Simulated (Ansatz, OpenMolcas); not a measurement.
# A ladder of methods for C2H2O2 (glyoxal)

C2H2O2 has 6 atoms, charge 0, and is taken as a singlet. As SMILES, `O=CC=O`. The coordinates come from a PBE0-D4/def2-TZVP relaxation. This is one conformer, not always the lowest.

Each level gives the atomisation enthalpy at 298 K (kJ/mol). The values are calculated. The thermal term (zero-point and 298 K enthalpy, harmonic and unscaled) is that of PBE0-D4/def2-TZVP; the spin-orbit lowering of the free atoms at 298 K, 0.8 kJ/mol by their spectra, is taken off.

**The experiment to reproduce.** Active Thermochemical Tables gives the atomisation enthalpy at 298 K of the gas as 2581 kJ/mol.

```
               level                    kind     program  value (kJ/mol)  computed − measured
      HF/aug-cc-pVDZ            Hartree–Fock      Ansatz            1657                 -924
   SVWN5/aug-cc-pVDZ                     LDA      Ansatz            3035                 +454
    BLYP/aug-cc-pVDZ                     GGA      Ansatz            2564                  -17
   M06-L/aug-cc-pVDZ                meta-GGA  OpenMolcas            2552                  -29
    TPSS/aug-cc-pVDZ                meta-GGA  OpenMolcas            2542                  -39
    PBE0/aug-cc-pVDZ           global hybrid      Ansatz            2550                  -31
 wB97M-V/aug-cc-pVDZ  range-separated hybrid      Ansatz            2555                  -26
RPA@PBE0/aug-cc-pVDZ                     RPA      Ansatz            2299                 -282
```

Nearest: BLYP/aug-cc-pVDZ (-17 kJ/mol); farthest: HF/aug-cc-pVDZ (-924 kJ/mol). Computed less measured by kind, in kJ/mol (aug-cc-pVDZ rows): Hartree–Fock -924; LDA +454; GGA -17; meta-GGA -39 to -29; global hybrid -31; range-separated hybrid -26; RPA -282.
